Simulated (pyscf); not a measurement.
Thermochemistry of product channels of GeH₂ (SMILES [GeH2]) [singlet] + H₂C=CH₂ (SMILES C=C) on the singlet surface, in kcal/mol, from ωB97M-D3(BJ)/def2-TZVP energies (ideal gas, 1 atm, RRHO with modes under 100 cm⁻¹ raised to 100, one conformer, R ln 2 for chiral ones without a mode under 150 cm⁻¹). PySCF, gas phase, ωB97X-D3(BJ)/def2-SVP geometries.

```
products                                                            ΔE  ΔH(298 K)  ΔG(298 K)  ΔG(900 K)
---------------------------------------------------------------  -----  ---------  ---------  ---------
C₂H₆Ge (SMILES [CH2]1[CH2][GeH2]1)                               -23.9      -21.3       -9.8      +12.7
H₃C–CH₂–GeH: (SMILES C[CH2][GeH]) [singlet]                      -31.0      -26.9      -17.3       +1.7
H₂C=CH–GeH₃ (SMILES C=[CH][GeH3])                                -33.8      -32.8      -22.8       -3.4
H₃C–CH=GeH₂ (SMILES C[CH]=[GeH2])                                -16.3      -13.7       -3.6      +16.1
H₂C=CH–GeH: (SMILES C=[CH][GeH]) [singlet] + H₂ (SMILES [H][H])   +4.4       +2.5       +3.7       +4.5
```

The channel to cyclic C₂H₆Ge (SMILES [CH2]1[CH2][GeH2]1) turns unfavourable between 298 and 1200 K (ΔG from -9.8 kcal/mol to +23.4 kcal/mol). The channel to H₃C–CH₂–GeH: [singlet] turns unfavourable between 298 and 1200 K (ΔG from -17.3 kcal/mol to +10.7 kcal/mol). The channel to H₂C=CH–GeH₃ turns unfavourable between 298 and 1200 K (ΔG from -22.8 kcal/mol to +5.6 kcal/mol).

These are energies of the channels, which say nothing of barriers. Elements up to Kr have no core potential and no relativistic terms here.
